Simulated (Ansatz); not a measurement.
# AlBH2 (triplet): the correlation ladder at distance B1–H3 = 4.003 Å, 6-31G

How much of the correlation energy of AlBH2 (triplet) does each wave-function method recover here?

The runs use Ansatz 0.2.0, Gaussian basis; 6-31G, core rule «outside noble gas», up to 6 orbitals frozen.

To be run: UHF; CCSD(T) on ROHF; CCSD(T) on UHF; BCCD(T) on ROHF; CISD; CCSDT(Q) on ROHF; CCSDT(Q) on UHF; CASSCF and MRCISD+Q, 4 electrons in 4 orbitals; CASSCF and NEVPT2, 4 electrons in 4 orbitals; CASSCF and MRCISD+Q, 8 electrons in 10 orbitals; CASSCF and NEVPT2, 8 electrons in 10 orbitals; Full CI.

16 further runs of the same task are left out: 1 for a mislabelled method, 12 that didn't finish, 3 set aside as unsound or not needed.

**1. The system**

The geometry derives from a PBE0/def2-TZVP stationary point (not a proven minimum). One bond is set to the value named and the two fragments are kept rigid.

4 atoms, charge 0, spin multiplicity 3.

Atoms are counted from 1 here; the program's logs count them from 0.

Bond lengths: B1–Al2 2.058 Å, B1–H4 1.195 Å. Angles: Al2–B1–H4 115.6°.

**2. UHF**

Contents of in.yaml:

```yaml
crystal:
  periodic: [false, false, false]
  atoms:
    - {symbol: B, position_ang: [0.000000, -0.064096, 1.338133]}
    - {symbol: Al, position_ang: [0.000000, -0.064096, -0.720144]}
    - {symbol: H, position_ang: [0.000000, 3.544983, 3.069768]}
    - {symbol: H, position_ang: [0.000000, -1.141708, 1.855171]}
basis:
  gaussian: {orbitals: 6-31G}
magnetization: {spin_polarized: true, initial_magnetization: 2}
hamiltonian: {xc: hf}
output: {orbitals: {seedname: orbitals}}
```

Launch:

```
> ansatz run in.yaml --threads 1 --pin off --events-out ev --progress --plain --max-ram 2393MiB
```

After this run come: CCSD(T) on ROHF; CCSD(T) on UHF; BCCD(T) on ROHF; CISD; CCSDT(Q) on ROHF; CCSDT(Q) on UHF; CASSCF and MRCISD+Q, 4 electrons in 4 orbitals; CASSCF and NEVPT2, 4 electrons in 4 orbitals; CASSCF and MRCISD+Q, 8 electrons in 10 orbitals; CASSCF and NEVPT2, 8 electrons in 10 orbitals; Full CI.

**Question.** What will the summary of the whole plan be? Wanted: FCI below the RHF energy; RMP2 from FCI; UMP2 from FCI; RCCSD from FCI; RCCSD(T) from FCI; UCCSD(T) from FCI; RCCSDT(Q) from FCI; UCCSDT(Q) from FCI; NEVPT2 valence from FCI.

As calculated:

| quantity | value |
| --- | --- |
| FCI below the RHF energy | -2.7964 eV |
| RMP2 from FCI | +105.3 kJ/mol |
| UMP2 from FCI | +110.3 kJ/mol |
| RCCSD from FCI | +16.1 kJ/mol |
| RCCSD(T) from FCI | +5.4 kJ/mol |
| UCCSD(T) from FCI | +5.2 kJ/mol |
| RCCSDT(Q) from FCI | +0.1 kJ/mol |
| UCCSDT(Q) from FCI | -0.1 kJ/mol |
| NEVPT2 valence from FCI | +19.5 kJ/mol |
| MRCISD+Q valence from FCI | +0.7 kJ/mol |
| levels within 1 kcal/mol (43 meV) | RCCSDT, UCCSDT, RCCSDT(Q), UCCSDT(Q), MRCISD valence, MRCISD+Q valence |
| T1 diagnostic | 0.066 |
| effectively unpaired electrons | 2.27 |

RCCSD(T) lands +5.4 kJ/mol from the yardstick (2.0 % of the correlation energy). The occupations show some static correlation. Of the multireference levels listed MRCISD+Q valence comes nearest in total energy (+0.7 kJ/mol), which doesn't show that its space is the better one. Coupled cluster took another determinant than the lowest Hartree-Fock one. These misses are within one basis, not against nature; the frozen cores of restricted and unrestricted runs differ, which can shift their rows.
